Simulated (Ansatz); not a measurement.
# BH+ (quartet): from Hartree-Fock to the top rungs, def2-QZVPP

An exercise on one series of results from a longer session: the logs are not shown, and one member is left open.

Computed with Ansatz 0.2.0, Gaussian basis. Level: def2-QZVPP, core rule «outside noble gas», up to 1 orbitals frozen.

The runs, in order: UHF; ROHF; CCSD(T) on UHF.

5 further runs of the same task are left out: 1 that didn't finish, 4 set aside as unsound or not needed.

**What is computed**

The geometry is a PBE0/def2-TZVP stationary point (not a proven minimum) of the parent state, kept for this charge and spin.

2 atoms, charge 1, spin multiplicity 4.

Atoms are counted from 1 here; the program's logs count them from 0.

Bond lengths: B1–H2 1.194 Å.

Set-up of the first run:

The input, in.yaml:

```yaml
crystal:
  periodic: [false, false, false]
  atoms:
    - {symbol: B, position_ang: [0.000000, 0.000000, 0.000000]}
    - {symbol: H, position_ang: [0.000000, 0.000000, 1.194000]}
basis:
  gaussian: {orbitals: "def2-QZVPP.json"}
total_charge: 1
magnetization: {spin_polarized: true, initial_magnetization: 3}
hamiltonian: {xc: hf}
output: {orbitals: {seedname: orbitals}}
```

Run with:

```bash
$ ansatz run in.yaml --threads 1 --pin off --events-out ev --progress --plain --max-ram 2393MiB
```

Steps of the session up to this table: UHF; ROHF; CCSD(T) on UHF.

One table of the session follows, with a row left open; its other results are not shown here.

It belongs to the step «Misses and costs». 

| method | from UCCSD(T) (meV) |
| --- | --- |
| ROHF | +380.1 |
| UHF | ? |
| UMP2 | +107.7 |
| UCCSD | +1.7 |
| UCCSD(T) | 0 |

Estimate the missing values for UHF.

The run gave: from UCCSD(T) (meV): +378.8. In the column «from UCCSD(T) (meV)» it lies between UMP2 (+107.7) and ROHF (+380.1).
